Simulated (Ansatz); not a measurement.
Breaking a bond: NaCl, singlet.

Calculation: full CI/cc-pVDZ, frozen core run with Ansatz (a program for electronic structure).

Q: Relative to R = 2.36 Å, what are the energies at R = 2.28, 3.91, 4.75, 7.14 Å?

A: 4.9 kJ/mol at 2.28 Å, 183.2 kJ/mol at 3.91 Å, 269.9 kJ/mol at 4.75 Å, 358.9 kJ/mol at 7.14 Å.

The scan ran from 1.90 to 9.47 Å; beyond the distances shown full CI changes its symmetry label.
